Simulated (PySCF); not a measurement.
# Gas-phase basicity (−ΔG): calculation against experiment

Level of theory: ωB97X-D3(BJ)/def2-TZVP single points in PySCF, grid level 2; every species was optimised with PBE0-D3(BJ)/def2-SVP. Zero-point and thermal terms (298.15 K, 1 bar) come from unscaled PBE0-D3(BJ)/def2-SVP harmonic frequencies, with soft modes damped to free rotors in the entropy.

```
                     molecule  computed / kJ/mol  measured / kJ/mol  difference
                    OO (H2O2)                645                644           2
    hydrogen sulfide, S (H2S)                687                674          14
cyanoacetylene, C#CC#N (C3HN)                729                720           9
                   C=S (CH2S)                753                730          22
           phosphine, P (PH3)                764                751          13
      oxetane, C1COC1 (C3H6O)                795                774          21
```

Measured values: NIST Chemistry WebBook, evaluated or the median of agreeing entries. Evaluated proton affinities, basicities and acidities carry uncertainties of about 8 kJ/mol, some more. Mean signed difference 13.4 kJ/mol, mean absolute 13.4 kJ/mol, over these rows.

Question: What do calculation and experiment give for ethanethiol, `CCS` (C2H6S)?

Answer: Computed 774 kJ/mol, measured 759 kJ/mol.

Differences come from unrounded values, so a last digit can differ from that of the printed terms.
